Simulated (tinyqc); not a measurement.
UHF in the sto-3g basis, for CH2, spin multiplicity 1, step by step (part 2 of 2). Computed by tinyqc, a small Python program that keeps every step (integrals from PySCF). Command: `OMP_NUM_THREADS=1 python tinyqc.py 27844 27845 out.jsonl` (the two numbers bound the seeds that draw the settings). One thread of a shared host (Intel(R) Xeon(R) Processor @ 2.60GHz), about 0.2 s of CPU time with the checks.

Geometry (angstrom):

| atom | x | y | z |
|---|---|---|---|
| C | 0.0000 | 0.0000 | 0.0000 |
| H | 0.0000 | 0.9050 | 0.5410 |
| H | 0.0000 | -0.9130 | 0.5450 |

## Iteration 31 (converged): orbitals

converged F(alpha) (hartree), lower triangle:
```
           1C 1s    1C 2s   1C 2px   1C 2py   1C 2pz    2H 1s    3H 1s
1C 1s   -10.9719
1C 2s    -2.9554  -1.4310
1C 2px    0.0010   0.1529   0.0880
1C 2py   -0.0001  -0.0022  -0.0002  -0.2723
1C 2pz   -0.0143  -0.1235  -0.2554  -0.0016  -0.1319
2H 1s    -0.8195  -0.7497  -0.0031  -0.3808  -0.2488  -0.5121
3H 1s    -0.8028  -0.7405  -0.0035   0.3788  -0.2472  -0.2483  -0.5032
```

converged F(beta) (hartree), lower triangle:
```
           1C 1s    1C 2s  1C 2px   1C 2py   1C 2pz    2H 1s    3H 1s
1C 1s   -10.9719
1C 2s    -2.9554  -1.4310
1C 2px   -0.0010  -0.1529  0.0880
1C 2py   -0.0001  -0.0022  0.0002  -0.2723
1C 2pz   -0.0143  -0.1235  0.2554  -0.0016  -0.1319
2H 1s    -0.8195  -0.7497  0.0031  -0.3808  -0.2488  -0.5121
3H 1s    -0.8028  -0.7405  0.0035   0.3788  -0.2472  -0.2483  -0.5032
```

X, lower triangle:
```
          1C 1s    1C 2s  1C 2px   1C 2py   1C 2pz    2H 1s   3H 1s
1C 1s    1.0272
1C 2s   -0.1569   1.3417
1C 2px   0.0000   0.0000  1.0000
1C 2py  -0.0001   0.0035  0.0000   1.2095
1C 2pz  -0.0130   0.1497  0.0000   0.0015   1.0706
2H 1s    0.0268  -0.3839  0.0000  -0.3223  -0.1814   1.3015
3H 1s    0.0267  -0.3761  0.0000   0.3176  -0.1782  -0.0365  1.2934
```

Diagonalise F' = X^T F X, C = X C', fill 4 alpha and 4 beta electrons from the bottom; D(s) = C_occ C_occ^T. Each column has its largest component positive (the first on a tie).

F' = X^T F X (alpha) (hartree), lower triangle:
```
          1        2        3        4        5        6       7
1  -10.7370
2   -1.5650  -0.4896
3   -0.0199   0.1693   0.0880
4    0.0003   0.0019  -0.0002   0.1364
5   -0.0295   0.1146  -0.2494   0.0002   0.0019
6   -0.1334  -0.4876  -0.0162  -0.4763  -0.2650   0.0625
7   -0.1276  -0.4803  -0.0164   0.4726  -0.2621  -0.0702  0.0596
```

orbital energies (alpha) (hartree): MO1 -10.9781, MO2 -0.8243, MO3 -0.5371, MO4 -0.3524, MO5 0.2894, MO6 0.7192, MO7 0.8051

coefficients C (alpha):
```
            MO1      MO2      MO3      MO4      MO5      MO6      MO7
1C 1s    0.9929  -0.2212   0.0014   0.0897  -0.0819  -0.1779  -0.0110
1C 2s    0.0314   0.6648  -0.0067  -0.4421   0.3725   1.1631   0.0783
1C 2px  -0.0004  -0.0748   0.0020   0.5515   0.8307  -0.0136  -0.0004
1C 2py   0.0001   0.0034   0.5330  -0.0011  -0.0007  -0.0667   1.1743
1C 2pz   0.0050   0.1228   0.0011   0.6818  -0.4293   0.7530   0.0472
2H 1s   -0.0075   0.2769   0.4405   0.1928  -0.1188  -0.8688  -0.9504
3H 1s   -0.0074   0.2710  -0.4443   0.1955  -0.1197  -0.9663   0.8317
```

F' = X^T F X (beta) (hartree), lower triangle:
```
          1        2       3        4        5        6       7
1  -10.7370
2   -1.5650  -0.4896
3    0.0199  -0.1693  0.0880
4    0.0003   0.0019  0.0002   0.1364
5   -0.0295   0.1146  0.2494   0.0002   0.0019
6   -0.1334  -0.4876  0.0162  -0.4763  -0.2650   0.0625
7   -0.1276  -0.4803  0.0164   0.4726  -0.2621  -0.0702  0.0596
```

orbital energies (beta) (hartree): MO1 -10.9781, MO2 -0.8243, MO3 -0.5371, MO4 -0.3524, MO5 0.2894, MO6 0.7192, MO7 0.8051

coefficients C (beta):
```
            MO1      MO2      MO3      MO4      MO5      MO6      MO7
1C 1s    0.9929  -0.2212   0.0014   0.0897   0.0819  -0.1779  -0.0110
1C 2s    0.0314   0.6648  -0.0067  -0.4421  -0.3725   1.1631   0.0783
1C 2px   0.0004   0.0748  -0.0020  -0.5515   0.8307   0.0136   0.0004
1C 2py   0.0001   0.0034   0.5330  -0.0011   0.0007  -0.0667   1.1743
1C 2pz   0.0050   0.1228   0.0011   0.6818   0.4293   0.7530   0.0472
2H 1s   -0.0075   0.2769   0.4405   0.1928   0.1188  -0.8688  -0.9504
3H 1s   -0.0074   0.2710  -0.4443   0.1955   0.1197  -0.9663   0.8317
```

D(alpha) after iteration 31, lower triangle:
```
          1C 1s    1C 2s  1C 2px   1C 2py  1C 2pz    2H 1s   3H 1s
1C 1s    1.0428
1C 2s   -0.1555   0.6384
1C 2px   0.0656  -0.2936  0.3098
1C 2py   0.0000  -0.0008  0.0002   0.2841
1C 2pz   0.0390  -0.2196  0.3669   0.0002  0.4800
2H 1s   -0.0508   0.0957  0.0865   0.2355  0.1659   0.3080
3H 1s   -0.0504   0.0964  0.0867  -0.2361  0.1661  -0.0830  0.3091
```

D(beta) after iteration 31, lower triangle:
```
          1C 1s    1C 2s   1C 2px   1C 2py  1C 2pz    2H 1s   3H 1s
1C 1s    1.0428
1C 2s   -0.1555   0.6384
1C 2px  -0.0656   0.2936   0.3098
1C 2py   0.0000  -0.0008  -0.0002   0.2841
1C 2pz   0.0390  -0.2196  -0.3669   0.0002  0.4800
2H 1s   -0.0508   0.0957  -0.0865   0.2355  0.1659   0.3080
3H 1s   -0.0504   0.0964  -0.0867  -0.2361  0.1661  -0.0830  0.3091
```

## Convergence

Stop when the energy changes by less than 1e-09 hartree and every element of the error matrix X^T (F D S - S D F) X (for each spin) is below 9e-06.

Course of the cycle:

| iteration | E (hartree) | change | largest element of the error matrix |
|---|---|---|---|
| 1 | -36.790453 | - | 3.49e-01 |
| 2 | -38.324592 | -1.53e+00 | 6.14e-02 |
| 3 | -38.365505 | -4.09e-02 | 4.79e-02 |
| 4 | -38.381890 | -1.64e-02 | 3.46e-02 |
| 5 | -38.389668 | -7.78e-03 | 2.43e-02 |
| 6 | -38.393444 | -3.78e-03 | 1.71e-02 |
| 7 | -38.395309 | -1.86e-03 | 1.20e-02 |
| 8 | -38.396246 | -9.37e-04 | 8.57e-03 |
| 9 | -38.396725 | -4.79e-04 | 6.14e-03 |
| 10 | -38.396973 | -2.48e-04 | 4.43e-03 |
| 11 | -38.397103 | -1.30e-04 | 3.21e-03 |
| 12 | -38.397172 | -6.86e-05 | 2.34e-03 |
| 13 | -38.397208 | -3.65e-05 | 1.71e-03 |
| 14 | -38.397228 | -1.95e-05 | 1.25e-03 |
| ... | ... | ... | ... |
| 18 | -38.397249 | -1.64e-06 | 3.63e-04 |
| 19 | -38.397250 | -8.89e-07 | 2.67e-04 |
| 20 | -38.397250 | -4.81e-07 | 1.96e-04 |
| 21 | -38.397250 | -2.61e-07 | 1.45e-04 |
| 22 | -38.397250 | -1.41e-07 | 1.06e-04 |
| 23 | -38.397250 | -7.66e-08 | 7.84e-05 |
| 24 | -38.397251 | -4.15e-08 | 5.77e-05 |
| 25 | -38.397251 | -2.25e-08 | 4.25e-05 |
| 26 | -38.397251 | -1.22e-08 | 3.13e-05 |
| 27 | -38.397251 | -6.63e-09 | 2.31e-05 |
| 28 | -38.397251 | -3.60e-09 | 1.70e-05 |
| 29 | -38.397251 | -1.95e-09 | 1.25e-05 |
| 30 | -38.397251 | -1.06e-09 | 9.22e-06 |
| 31 | -38.397251 | -5.74e-10 | 6.79e-06 |

PySCF UHF in the same basis, after a stability check = -38.397251 hartree

Converged in 31 iterations.

## Populations, bond orders and dipole

overlap S, lower triangle:
```
         1C 1s   1C 2s  1C 2px   1C 2py  1C 2pz   2H 1s   3H 1s
1C 1s   1.0000
1C 2s   0.2484  1.0000
1C 2px  0.0000  0.0000  1.0000
1C 2py  0.0000  0.0000  0.0000   1.0000
1C 2pz  0.0000  0.0000  0.0000   0.0000  1.0000
2H 1s   0.0677  0.5114  0.0000   0.4113  0.2459  1.0000
3H 1s   0.0663  0.5062  0.0000  -0.4090  0.2441  0.1596  1.0000
```

Mulliken: Z minus the diagonal of D S on the atom; Loewdin: the same with S^(1/2) D S^(1/2); Mayer order: 2 sum_s sum (D(s) S)_ij (D(s) S)_ji over the two atoms.

Charges (e):

| atom | Mulliken | Loewdin | Mulliken spin |
|---|---|---|---|
| 1C | -0.0872 | -0.0347 | 0 |
| 2H | 0.0441 | 0.0176 | 0 |
| 3H | 0.0431 | 0.0171 | 0 |

Mayer bond orders:

| pair | order |
|---|---|
| 2-1 | 0.9902 |
| 3-1 | 0.9903 |
| 3-2 | 0.0078 |

dipole moment about the origin, x y z (debye): 0.0000  0.0017  0.7414

<S^2> of the determinant (pure state: 0) = 0.8553
